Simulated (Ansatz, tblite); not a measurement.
Forces on B2H2⁺ at its r2SCAN-D4/def2-TZVP geometry. Total charge 1; doublet.

The xTB rows come from tblite. The structure comes from a short search, and lower isomers may exist.

GFN1-xTB (tblite), largest force 1.36 eV/Å:

```xyz
4
positions Å, forces eV/Å
B    -0.644   -0.474   -0.100    1.088    0.801    0.171
B     0.643    0.476    0.098   -1.086   -0.804   -0.167
H     1.581    1.165    0.245   -0.235   -0.171   -0.038
H    -1.580   -1.167   -0.243    0.233    0.174    0.034
```

GFN2-xTB (tblite), largest force 0.95 eV/Å:

```
B 0.756 0.557 0.119
B -0.755 -0.559 -0.116
H -0.286 -0.209 -0.045
H 0.284 0.211 0.042
```

PBE0-D4/def2-TZVP (Ansatz), largest force 0.15 eV/Å:

```
B 0.119 0.085 0.021
B -0.117 -0.089 -0.017
H 0.031 0.026 0.003
H -0.033 -0.022 -0.008
```
